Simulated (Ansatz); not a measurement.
From input file to script: CH3AlO, SMILES [CH3][Al]=[O] in Ansatz 0.2.0.

```yaml
crystal:
  periodic: [false, false, false]
  atoms:
    - { symbol: C, position_ang: [-0.41799, 0.50419, -0.31872] }
    - { symbol: Al, position_ang: [0.72762, -0.87886, 0.55535] }
    - { symbol: O, position_ang: [1.62646, -1.96344, 1.24287] }
    - { symbol: H, position_ang: [0.05068, 1.49358, -0.2742] }
    - { symbol: H, position_ang: [-1.3965, 0.57875, 0.16861] }
    - { symbol: H, position_ang: [-0.59026, 0.26579, -1.37391] }
basis:
  gaussian:
    orbitals: "6-31G*"
correlation:
  method: sc_nevpt2
  active_space:
    window:
      electrons: 2
      orbitals: 2
```

`ch3alo_cas.py`:
```python
# -*- coding: utf-8 -*-
"""Static correlation in CH3AlO: natural occupations of an active space."""

import warnings

import ansatz as az

BASIS_SET = "6-31G*"


def main():
    warnings.simplefilter("ignore", az.DeckWarning)

    geometry_ang = [
        ("C", [-0.41799, 0.50419, -0.31872]),
        ("Al", [0.72762, -0.87886, 0.55535]),
        ("O", [1.62646, -1.96344, 1.24287]),
        ("H", [0.05068, 1.49358, -0.2742]),
        ("H", [-1.3965, 0.57875, 0.16861]),
        ("H", [-0.59026, 0.26579, -1.37391]),
    ]
    mol = az.Crystal.molecule()
    for symbol, xyz in geometry_ang:
        mol = mol.atom(symbol, xyz)

    calculation = (
        mol.calculation()
        .basis(gaussian=BASIS_SET)
        .correlation(active_electrons=2, active_orbitals=2)
    )
    for method in ["sc_nevpt2"]:
        report = (calculation if method is None else calculation.correlation(method)).run(threads=1, backend="cpu").report
        space = report["configurations"]
        state = space["states"][0]
        print(method or "casscf", f"total {report['free_energy_ev'] / 27.211386246:.6f} Ha, active-space state {state['energy']['hartree']:.6f} Ha, mean field {report['reference_energy_ev'] / 27.211386246:.6f} Ha")
        print("  determinants", state["n_determinants"], " natural occupations", [round(n, 3) for n in space["natural_occupations"]])
    print("effectively unpaired electrons, sum of min(n, 2 - n):", round(sum(min(n, 2 - n) for n in space["natural_occupations"]), 3))


if __name__ == "__main__":
    main()
```

`python ch3alo_cas.py` gives:
```text
sc_nevpt2 total -356.734989 Ha, active-space state -356.372602 Ha, mean field -356.351686 Ha
  determinants 4  natural occupations [1.962, 0.038]
effectively unpaired electrons, sum of min(n, 2 - n): 0.077
```

Caveats:
- Total energies depend on the basis set; only differences at equal settings carry meaning.
- The geometry is a force-field or estimated start, not a minimum of this method, and the basis set is short of its limit. The active space starts as a window about the frontier orbitals and is then optimised, not chosen by chemistry.
- Run time: 3.8 s on 1 thread of Arm Neoverse V1, on a shared host, peak memory 0.15 GiB.

(Lines on the test bed's own set-up are left out of the output.)
